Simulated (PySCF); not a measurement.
# HO−: geometry, core binding energies

Aim: predict the core binding energies of HO− (`[OH-]`).

Computed with PySCF 2.14.0, with density-fitted response routines of our own, on a single molecule in the gas phase. Atoms count from 0, in the outputs and in this text.

## (1) The molecule as given

2 atoms, charge -1, multiplicity 1; geometry from: GFN2-xTB.

Bonds of the start (Å): O0–H1 0.98.

## (2) Relaxing the molecule at PBE0-D3(BJ)/def2-TZVP

What the job is given:

```
{"job": {"xc": "PBE0", "basis": "def2-TZVP", "d3": "d3bj", "grid": 2, "kind": "geom"}, "charge": -1, "multiplicity": 1}
O      0.000000     0.000000     0.000000
H      0.000000     0.000000     0.978840
```

Output:

```text
step   0  E = -75.72155149  max force = 0.011520
step   1  E = -75.72169234  max force = 0.000945
step   2  E = -75.72169325  max force = 0.000044
optimisation converged
```

Run time: 1.9 s. Hardware: 1 thread of Arm Neoverse N1, shared host.

Relaxation path:

| step | energy from step 0 (eV) | largest force component (eV/Å) |
| --- | --- | --- |
| 0 | 0.0000 | 0.5924 |
| 1 | -0.0038 | 0.0486 |
| 2 | -0.0039 | 0.0023 |

The bond:

| bond | before (Å) | after (Å) | change (Å) |
| --- | --- | --- | --- |
| O0–H1 | 0.979 | 0.966 | -0.013 |

The next job starts from the end point, and lists it.

| at the end point | value |
| --- | --- |
| point group (found at 0.08 Å tolerance) | C∞v |
| rotational constants (GHz, main isotopes) | 571.3, 571.3 |

## (3) Core-electron binding energies: SCAN, X2C

What the job is given:

```
{"job": {"kind": "xps", "metal_2p": true}, "charge": -1, "multiplicity": 1}
O      0.000000    -0.000000     0.006433
H     -0.000000     0.000000     0.972407
```

Method: delta-SCF UKS SCAN, pcX-2 on the ionised atom (unc-x2c-TZVPall on a metal), pcseg-1 elsewhere, spin-free X2C.

Output:

```text
ground state, core basis on atom 0 (O), 50 functions
  cycle   1  E = -75.57467504  |g| = 1.14e+00
  cycle   2  E = -74.76957684  |g| = 2.24e+00
  cycle   3  E = -75.82842999  |g| = 1.03e-01
  cycle   4  E = -75.83059614  |g| = 1.08e-02
  cycle   5  E = -75.83060550  |g| = 4.78e-03
  cycle   6  E = -75.83060972  |g| = 3.16e-04
  E(ground) = -75.82839778 Eh
hole in O 1s of atom 0
  cycle   1  E = -55.64686053  |g| = 2.21e+00
  cycle   2  E = -55.38041378  |g| = 2.12e+00
  cycle   3  E = -56.43421107  |g| = 2.87e-01
  cycle   4  E = -56.45060378  |g| = 2.38e-02
  cycle   5  E = -56.45075917  |g| = 9.40e-03
  cycle   6  E = -56.45078990  |g| = 1.90e-03
  cycle   7  E = -56.45079269  |g| = 4.29e-04
  E(ion) = -56.45072304 Eh   <S^2> = 0.7636   hole on atom = 1.000   binding energy = 527.293 eV
```

It took 0.8 s on 1 thread of Arm Neoverse N1, shared host.

The holes in one table. −ε is the ground-state orbital energy:

| hole | stands for | environment | ΔSCF (eV) | −ε (eV) | ⟨S²⟩ |
| --- | --- | --- | --- | --- | --- |
| O1s on O0 | O0 | oxygen bonded to H | 527.29 | 505.2 | 0.764 |

## (4) Outcome

```
                            quantity               value
                         point group                 C∞v
rotational constants (main isotopes)  571.27, 571.27 GHz
    O1s binding energies, SCAN/pcX-2        O0 527.29 eV
```

What this shows: Over 2 steps the energy fell by 0.004 eV; of the close pairs, O0–H1 changed most, 0.979 to 0.966 Å.
